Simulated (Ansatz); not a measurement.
Relaxation of CH4NSi (7 atoms, charge 1, multiplicity 1), to a largest force component of 0.02 eV/Å in at most 50 steps.

Theory: UKS CAM-B3LYP/STO-3G (Ansatz 0.2.0).

```xyz
7
Properties=species:S:1:pos:R:3:forces:R:3
C -0.811 0.689 -0.251 -0.84 0.39 0.00
N 0.034 -0.368 0.237 4.90 -3.36 0.98
Si 1.374 -1.177 0.430 -3.77 2.91 -0.98
H -1.499 0.274 -0.988 -0.49 -0.21 -0.53
H -0.243 1.502 -0.699 0.49 0.47 -0.28
H -1.386 1.071 0.592 -0.45 0.35 0.48
H 2.530 -1.990 0.678 0.16 -0.56 0.34
```

Question: Where does it end, and by what steps?

Answer: The forces met the threshold. Limits of this set-up: minimal basis, the dipole of an ion depends on the origin. After 11 steps the energy has fallen by 0.403 eV; Si3 moved furthest, 0.47 Å.

```json
{"step": "0", "energy less start (eV)": "0.0000", "largest force component (eV/Å)": "4.905", "accepted": "yes"}
{"step": "1", "energy less start (eV)": "-0.2499", "largest force component (eV/Å)": "1.598", "accepted": "yes"}
{"step": "2", "energy less start (eV)": "-0.3171", "largest force component (eV/Å)": "0.926", "accepted": "yes"}
{"step": "3", "energy less start (eV)": "-0.3611", "largest force component (eV/Å)": "0.629", "accepted": "yes"}
{"step": "4", "energy less start (eV)": "-0.3865", "largest force component (eV/Å)": "0.463", "accepted": "yes"}
{"step": "5", "energy less start (eV)": "-0.3869", "largest force component (eV/Å)": "0.447", "accepted": "yes"}
{"step": "6", "energy less start (eV)": "-0.4016", "largest force component (eV/Å)": "0.072", "accepted": "yes"}
{"step": "7", "energy less start (eV)": "-0.4021", "largest force component (eV/Å)": "0.021", "accepted": "yes"}
{"step": "8", "energy less start (eV)": "-0.4025", "largest force component (eV/Å)": "0.054", "accepted": "yes"}
{"step": "9", "energy less start (eV)": "-0.4027", "largest force component (eV/Å)": "0.063", "accepted": "yes"}
{"step": "10", "energy less start (eV)": "-0.4029", "largest force component (eV/Å)": "0.046", "accepted": "yes"}
{"step": "11", "energy less start (eV)": "-0.4029", "largest force component (eV/Å)": "0.019", "accepted": "yes"}
```

```xyz
7
Properties=species:S:1:pos:R:3
C -0.790 0.677 -0.234
N 0.269 -0.252 0.187
Si 1.498 -1.191 -0.022
H -1.473 0.190 -0.955
H -0.353 1.599 -0.662
H -1.356 0.937 0.685
H 2.205 -1.960 1.000
```

The run took 41 s on 1 thread of Arm Neoverse N1, with other jobs on the host, peak memory 0.14 GiB.
